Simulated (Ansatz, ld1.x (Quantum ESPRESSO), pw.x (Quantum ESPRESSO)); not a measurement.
**Equation-of-state test of one TM potential (Tc)**

ld1.x (Quantum ESPRESSO) 7.5 input, shortened:

```
&input
   title='Tc', zed=43., rel=1, dft='PBESOL', iswitch=3,
   config='[Kr] 4d5 5s2 5p0'
 /
 &inputp
   pseudotype=2, tm=.true., lloc=1,
   nlcc=.true., new_core_ps=.true., rcore=1.55
 /
3
5S  1  0   2.00   0.00  2.10  2.10  0.0
4D  3  2   5.00   0.00  1.65  1.65  0.0
5P  2  1   0.00   0.00  3.05  3.05  0.0
 &test
   configts(1)='4d5 5s2 5p0'
 /
```

Crystal test: fcc Tc in pw.x 7.5, no spin, 15³ k-points, Fermi–Dirac smearing 0.01 Ry, cutoffs 75/300 Ry. The reference is all-electron LAPW (Ansatz 0.2.0) with the same functional, mesh and smearing; V0 and B0 come from Birch–Murnaghan fits to the pressures at five volumes. Errors are pseudo minus all-electron; Δ is the rms difference of the E(V) curves that follow from these fits, minima aligned, over ±6 % about the mean V0. Mesh and smearing are coarse, so the numbers serve the comparison and aren't converged zero-temperature values; the lattice is a test structure that the element need not adopt.

All-electron: a0 = 3.833 Å (V0 = 14.08 Å³/atom), B0 = 322.9 GPa.

Q: How far does the potential miss the all-electron equation of state?

A: mean pressure error (GPa): +52.42. The pressure does not cross zero within the volumes sampled, so no fit is given. The largest radius (3.05 bohr) exceeds half the bond length (2.56 bohr), so the spheres overlap, which is one possible source of error among others. This is a poor potential for the solid.

```json
{"V (Å³/atom)": "13.392", "P all-electron (GPa)": "18.14", "P pseudo (GPa)": "81.70"}
{"V (Å³/atom)": "13.745", "P all-electron (GPa)": "8.27", "P pseudo (GPa)": "65.58"}
{"V (Å³/atom)": "14.097", "P all-electron (GPa)": "-0.35", "P pseudo (GPa)": "51.44"}
{"V (Å³/atom)": "14.449", "P all-electron (GPa)": "-7.86", "P pseudo (GPa)": "39.04"}
{"V (Å³/atom)": "14.802", "P all-electron (GPa)": "-14.40", "P pseudo (GPa)": "28.16"}
```

Q: At the middle volume, how do free energy and pressure move when the wave cutoff is lowered (ecutrho kept at four times it)?

A:

| cutoff (Ry) | shift of F (meV/atom) | shift of P (GPa) |
| --- | --- | --- |
| 34 | +1520.6 | -71.54 |
| 45 | +150.4 | -11.20 |
| 60 | +2.4 | -0.09 |

The run at the middle volume (120 k-points, 6 iterations) took about 7.3 s on one core of a shared host (Intel(R) Xeon(R) 6975P-C, 192 threads, 378 GiB, load 78).
